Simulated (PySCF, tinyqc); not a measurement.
Coupled-perturbed Hartree-Fock on RHF in the sto-3g basis, for LiH, spin multiplicity 1, step by step. The lowest restricted solution is unstable here: a spin-polarised one lies 0.0221 hartree lower (PySCF). One step of it, computed by the program tinyqc.

Task: Response to a field: uncoupled start. Field along y; U_ai = -mu_ai / (e_a - e_i), alpha = -4 sum U_ai mu_ai.

orbital energies (hartree): MO1 -2.374715, MO2 -0.214033, MO3 0.066352, MO4 0.157197, MO5 0.157197, MO6 0.327486

dipole integrals <a|y|i> (bohr):
```
           i1         i2
a3   0.000000   0.000000
a4   0.199946   0.986585
a5  -0.045544  -0.224728
a6   0.000000   0.000000
```

Give: uncoupled U; uncoupled polarisability.

Result:

uncoupled U:
```
         i1       i2
a3   0.0000   0.0000
a4  -0.0790  -2.6576
a5   0.0180   0.6054
a6   0.0000   0.0000
```

uncoupled polarisability = 11.0984 bohr^3
